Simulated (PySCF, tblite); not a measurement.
# C₄H₇O₂ radical: geometry, infrared bands and EPR parameters

What infrared bands and EPR parameters should C₄H₇O₂ radical (`C[CH]C(=O)OC`) show?

Computed with tblite 0.8.0 and PySCF 2.14.0, with density-fitted response routines of our own, on a single molecule in the gas phase. Atoms count from 0, in the outputs and in this text.

### 1 The molecule as given

13 atoms, charge 0, multiplicity 2; geometry from: force field or distance geometry start.

Bonds of the start (Å): C0–C1 1.47, C1–C2 1.47, C2–O3 1.23, C2–O4 1.35, O4–C5 1.43, C0–H6 1.10, C0–H7 1.09, C0–H8 1.09, C1–H9 1.10, C5–H10 1.10, C5–H11 1.09, C5–H12 1.08.

### 2 Geometry optimisation with GFN2-xTB

What the job is given:

```
{"job": {"kind": "relax", "xc": "GFN2-xTB", "basis": "xTB"}, "charge": 0, "multiplicity": 2}
C     -2.367000    -0.130200     0.096500
C     -1.050700    -0.413000     0.676600
C      0.182600     0.130200     0.099600
O      0.206400     0.857200    -0.897200
O      1.226500    -0.292400     0.839600
C      2.482400     0.182100     0.352700
H     -3.008800     0.372500     0.834300
H     -2.857200    -1.056800    -0.192500
H     -2.310900     0.513300    -0.783300
H     -0.963000    -1.044400     1.568300
H      3.265200    -0.213800     1.009700
H      2.521400     1.273000     0.393100
H      2.668600    -0.177300    -0.650900
```

Run with:

```
> OMP_NUM_THREADS=1 python probes_run.py task.json out
```

The driver reads the jobs from task.json and runs them one after another.

The program printed:

```text
step      E/eV     max force
  0    -549.76547    1.818
  1    -549.83658    0.873
  2    -549.84999    0.453
  3    -549.85742    0.174
  4    -549.86117    0.152
  5    -549.86432    0.125
  6    -549.86555    0.089
  7    -549.86618    0.058
  8    -549.86650    0.040
  9    -549.86670    0.034
 10    -549.86680    0.023
 11    -549.86687    0.022
 12    -549.86694    0.029
 13    -549.86706    0.038
 14    -549.86724    0.043
 15    -549.86748    0.044
 16    -549.86770    0.042
 17    -549.86787    0.034
 18    -549.86800    0.034
 19    -549.86810    0.022
 20    -549.86815    0.020
 21    -549.86818    0.017
 22    -549.86821    0.014
 23    -549.86824    0.014
 24    -549.86827    0.015
 25    -549.86830    0.012
 26    -549.86831    0.007
```

It took 0.08 s on 1 thread of Arm Neoverse V2, shared host.

Step by step:

| step | energy from step 0 (eV) | largest force (eV/Å) |
| --- | --- | --- |
| 0 | 0.0000 | 1.8176 |
| 1 | -0.0711 | 0.8728 |
| 2 | -0.0845 | 0.4535 |
| 3 | -0.0919 | 0.1739 |
| 4 | -0.0957 | 0.1515 |
| 5 | -0.0988 | 0.1250 |
| 6 | -0.1001 | 0.0893 |
| 7 | -0.1007 | 0.0581 |
| 8 | -0.1010 | 0.0399 |
| 9 | -0.1012 | 0.0339 |
| 10 | -0.1013 | 0.0228 |
| 11 | -0.1014 | 0.0222 |
| 12 | -0.1015 | 0.0286 |
| 13 | -0.1016 | 0.0382 |
| 14 | -0.1018 | 0.0434 |
| 15 | -0.1020 | 0.0442 |
| 16 | -0.1022 | 0.0415 |
| 17 | -0.1024 | 0.0345 |
| 18 | -0.1025 | 0.0338 |
| 19 | -0.1026 | 0.0216 |
| 20 | -0.1027 | 0.0199 |
| 21 | -0.1027 | 0.0173 |
| 22 | -0.1027 | 0.0142 |
| 23 | -0.1028 | 0.0145 |
| 24 | -0.1028 | 0.0151 |
| 25 | -0.1028 | 0.0119 |
| 26 | -0.1028 | 0.0073 |

Close pairs (by a distance rule), those that changed most:

| bond | before (Å) | after (Å) | change (Å) |
| --- | --- | --- | --- |
| C1–C2 | 1.466 | 1.428 | -0.038 |
| C1–H9 | 1.096 | 1.078 | -0.018 |
| C2–O3 | 1.234 | 1.220 | -0.014 |
| C2–O4 | 1.348 | 1.362 | +0.014 |
| O4–C5 | 1.428 | 1.415 | -0.013 |
| C5–H12 | 1.082 | 1.093 | +0.011 |
| C5–H10 | 1.096 | 1.087 | -0.009 |
| C0–H6 | 1.100 | 1.093 | -0.006 |

The end geometry stands in the next job.

### 3 Infrared spectrum with GFN2-xTB

What the job is given:

```
{"job": {"kind": "ir", "xc": "GFN2-xTB", "basis": "xTB"}, "charge": 0, "multiplicity": 2}
C     -2.361436    -0.122484     0.092174
C     -1.054566    -0.419890     0.690136
C      0.150036     0.106141     0.132127
O      0.226272     0.823743    -0.851354
O      1.246682    -0.289758     0.835494
C      2.485858     0.188517     0.348634
H     -3.014248     0.368455     0.818891
H     -2.870866    -1.045058    -0.198706
H     -2.233809     0.516912    -0.778276
H     -0.980156    -1.044053     1.565457
H      3.249449    -0.212868     1.010366
H      2.503626     1.281227     0.359107
H      2.648770    -0.150396    -0.677556
```

The program printed:

```text
mode    cm-1     km/mol
  1      72.7      0.24
  2     104.7      8.83
  3     119.7      0.29
  4     187.8      4.47
  5     205.0      2.26
  6     298.9     17.19
  7     451.7      0.57
  8     557.1      2.50
  9     648.6      1.79
 10     689.8     61.17
 11     876.6     23.08
 12     953.0      4.81
 13    1015.6     50.61
 14    1060.7     27.78
 15    1124.7      3.75
 16    1125.5    291.54
 17    1152.4     10.03
 18    1166.1      9.26
 19    1357.8     44.02
 20    1375.4     17.13
 21    1388.7      1.69
 22    1424.6     14.26
 23    1441.4      5.86
 24    1455.1     18.12
 25    1466.0      1.78
 26    1645.0    267.21
 27    2936.3      5.50
 28    2960.5     18.91
 29    2966.1      6.19
 30    2975.9     15.19
 31    3038.8     12.43
 32    3046.3      3.45
 33    3109.1     14.91
```

Wall time 0.19 s (1 thread of Arm Neoverse V2, shared host).

The strongest bands and the atoms that carry them (share of the mass-weighted mode):

| cm⁻¹ | km/mol | atoms |
| --- | --- | --- |
| 690 | 61.2 | C2 49 %, H9 22 %, C1 15 % |
| 877 | 23.1 | O4 20 %, O3 16 % |
| 1016 | 50.6 | C2 21 %, C5 20 %, O4 13 %, C0 12 % |
| 1061 | 27.8 | H9 31 %, C1 16 %, O4 15 %, C5 14 % |
| 1126 | 291.5 | C2 38 %, O4 32 %, H9 14 % |
| 1358 | 44.0 | C1 26 %, H6 18 %, H7 18 %, H8 14 % |
| 1645 | 267.2 | C2 64 %, O3 33 % |
| 2960 | 18.9 | H12 47 %, H11 45 % |

### 4 EPR parameters: B3LYP/pcH-1

Same as in step 3 but for these lines:

```diff
@@ -1,2 +1,2 @@
-{"job": {"kind": "ir", "xc": "GFN2-xTB", "basis": "xTB"}, "charge": 0, "multiplicity": 2}
+{"job": {"kind": "epr", "basis": "pcH-1"}, "charge": 0, "multiplicity": 2}
 C     -2.361436    -0.122484     0.092174
```

Level: UKS B3LYP, pcH-1 on C H O, non-relativistic, mean-field spin-orbit, GIAO.

The program printed:

```text
UKS, coarse grid
  cycle   1  E = -306.90326894  |g| = 6.79e-01
  cycle   2  E = -305.83630592  |g| = 1.61e+00
  cycle   3  E = -307.00175437  |g| = 3.93e-01
  cycle   4  E = -307.07005405  |g| = 1.02e-01
  cycle   5  E = -307.07244156  |g| = 7.31e-02
  cycle   6  E = -307.07452227  |g| = 1.43e-02
  cycle   7  E = -307.07464940  |g| = 4.85e-03
  cycle   8  E = -307.07467304  |g| = 2.44e-03
  cycle   9  E = -307.07467808  |g| = 8.52e-04
UKS, final grid
  cycle   1  E = -307.07470002  |g| = 9.64e-04
  cycle   2  E = -307.07469914  |g| = 2.00e-03
  cycle   3  E = -307.07470054  |g| = 2.57e-04
  cycle   4  E = -307.07470059  |g| = 1.35e-04
  cycle   5  E = -307.07470062  |g| = 6.54e-05
  cycle   6  E = -307.07470062  |g| = 1.81e-05
E = -307.07470062 Eh   <S^2> = 0.7562 (exact 0.7500)
g shifts (ppm)      1          2          3
  rmc          -177       -177       -177
  gc             -7         34         34
  oz_so          -3       1587       3000
  total        -187       1444       2857
hyperfine (MHz)  atom isotope    a_iso     a_fc   dipolar eigenvalues
    0   13C     -28.95     -28.95     -2.94      0.63      2.31
    1   13C      69.83      69.83    -69.52    -68.78    138.30
    2   13C     -41.19     -41.19     -5.79      0.29      5.50
    3   17O     -12.13     -12.13    -55.32     27.53     27.80
    4   17O      -0.32      -0.32    -14.45      6.48      7.96
    5   13C      -2.32      -2.32     -0.54      0.06      0.48
    6    1H     110.73     110.73     -5.13     -3.12      8.25
    7    1H     110.35     110.35     -5.12     -3.13      8.25
    8    1H       2.18       2.18     -4.07     -3.16      7.24
    9    1H     -54.59     -54.59    -32.49     -1.76     34.25
   10    1H       0.03       0.03     -1.14     -1.05      2.19
   11    1H       9.04       9.04     -1.66     -0.95      2.62
   12    1H       9.01       9.01     -1.67     -0.95      2.62
```

Run time: 30 s. Hardware: 1 thread of Arm Neoverse V2, shared host; peak memory 0.84 GiB.

Principal g values 2.00213, 2.00376, 2.00518; g(iso) = 2.00369, against 2.00232 for a free electron.

Hyperfine couplings; where a row names several nuclei, a(iso) is their mean (it holds for fast rotation or exchange) and the dipolar term the largest among them:

| nuclei | isotope | a(iso) (MHz) | a(iso) (G, at g = 2.0023) | largest dipolar term (MHz) |
| --- | --- | --- | --- | --- |
| H6, H7, H8 | 1H | 74.4 | 26.6 | 8.3 |
| C1 | 13C | 69.8 | 24.9 | 138.3 |
| H9 | 1H | -54.6 | -19.5 | 34.2 |
| C2 | 13C | -41.2 | -14.7 | -5.8 |
| C0 | 13C | -29.0 | -10.3 | -2.9 |
| O3 | 17O | -12.1 | -4.3 | -55.3 |
| H10, H11, H12 | 1H | 6.0 | 2.2 | 2.6 |
| C5 | 13C | -2.3 | -0.8 | -0.5 |
| O4 | 17O | -0.3 | -0.1 | -14.4 |

Mulliken spin populations:

C0 -0.07; C1 0.88; C2 -0.07; O3 0.17; O4 0.04; C5 0.00; H6 0.04; H7 0.04; H8 0.00; H9 -0.04; H10 0.00; H11 0.00; H12 0.00

In first order the couplings over 0.8 MHz of 1H give 32 distinct lines over 105.6 G, if the averaged nuclei exchange fast.

Orbitals, density, ELF and potential are computed afterwards from the orbital file.

ELF in a plane through or near 9 of the atoms.

Values, 10 rows by 14 columns:
```
0.00 0.00 0.00 0.00 0.00 0.00 0.00 0.00 0.00 0.00 0.00 0.00 0.00 0.00
0.00 0.00 0.00 0.00 0.00 0.00 0.00 0.00 0.00 0.00 0.00 0.00 0.00 0.00
0.00 0.00 0.00 0.01 0.00 0.01 0.00 0.13 0.90 0.25 0.00 0.00 0.00 0.00
0.00 0.00 0.68 0.94 0.02 0.63 0.30 0.31 1.00 0.70 0.01 0.01 0.00 0.00
0.00 0.02 0.98 1.00 0.36 0.73 0.64 0.25 0.50 0.47 0.32 0.14 0.01 0.00
0.00 0.00 0.15 0.50 0.44 0.49 0.46 0.36 0.53 0.58 0.42 0.35 0.02 0.00
0.00 0.00 0.01 0.31 0.58 0.06 0.78 0.77 0.03 0.96 0.87 0.09 0.00 0.00
0.00 0.00 0.00 0.02 0.02 0.46 0.88 0.90 0.19 0.92 0.96 0.05 0.00 0.00
0.00 0.00 0.00 0.00 0.00 0.05 0.25 0.28 0.04 0.03 0.05 0.00 0.00 0.00
0.00 0.00 0.00 0.00 0.00 0.00 0.00 0.00 0.00 0.00 0.00 0.00 0.00 0.00
```
The map spans 11.7 Å across and 8.5 Å up, centred on the molecule. Atoms in the plane (x, y in Å): C0 (2.4, -0.1), C1 (1.1, 0.6), C2 (-0.2, -0.2), O3 (-0.3, -1.4), O4 (-1.2, 0.7), C5 (-2.5, 0.0), H8 (2.2, -1.2), H9 (1.0, 1.6), H10 (-3.2, 0.8).

On the surface of density 0.002 e/bohr³ the electrostatic potential runs, from the 1st to the 99th percentile, from -1.72 V near O3 to 0.94 V near H9.

The spin density lies nearest to C1 56 %; O3 15 %; C2 8 %.

### 5 Summary of results

| quantity | value |
| --- | --- |
| strongest single infrared mode (GFN2-xTB) | 1126 cm⁻¹, 292 km/mol |
| zero-point energy (GFN2-xTB) | 63.5 kcal/mol |
| g(iso) (B3LYP) | 2.00369 |
| ⟨S²⟩ | 0.756 (exact 0.75) |
| largest a(iso) (averaged by class) | 1H on H6, H7, H8, 74.4 MHz |
| surface potential, 1st and 99th percentile | -1.72 V and 0.94 V |

Relaxing lowered the energy by 0.103 eV in 26 steps; the close pair that moved most is C1–C2, from 1.466 to 1.428 Å. All 33 modes are real, so the xTB geometry is a minimum. Unscaled tight-binding wavenumbers are off by several per cent, some by more. Its intensities can rank the bands wrongly. C1 carries the largest spin population, 0.88 e. The isotropic g lies 1.4 ppt above the free-electron value.
